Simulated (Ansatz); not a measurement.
We consider hcp Os, described by BLYP (Ansatz, a first-principles code, plane waves, PAW).

Run with plane-wave cutoff 520 eV, 24×24×14 k mesh (along the axes of the cell as run), Fermi–Dirac smearing 0.05 eV, no spin polarisation, scalar-relativistic PAW data made under PBE.

Results at a series of volumes:

```json
[
 {"V (Å³/atom)": "14.308", "E − E_lowest (meV/atom)": "27.80"},
 {"V (Å³/atom)": "14.606", "E − E_lowest (meV/atom)": "6.68"},
 {"V (Å³/atom)": "14.904", "E − E_lowest (meV/atom)": "0.00"},
 {"V (Å³/atom)": "15.202", "E − E_lowest (meV/atom)": "6.14"},
 {"V (Å³/atom)": "15.501", "E − E_lowest (meV/atom)": "23.67"}
]
```

Problem. Fit the third-order Birch–Murnaghan equation and give B0 and B′.

Solution. V0 = 14.905 Å³/atom, B0 = 344 GPa, B′ = 4.9 (fit to the energies at full precision).

Shape and atoms are relaxed at each volume.

Measured, for comparison: bulk modulus 425 GPa (zero-point energy and finite temperature contributions removed; as tabulated in doi:10.1021/acs.jctc.3c00612). Computed (rounded) less measured: bulk modulus -19 %.

Note: the bulk modulus comes from volumes at which shape and atoms were relaxed.

Spin–orbit coupling is not included.

Static lattice: no zero-point or thermal effects.
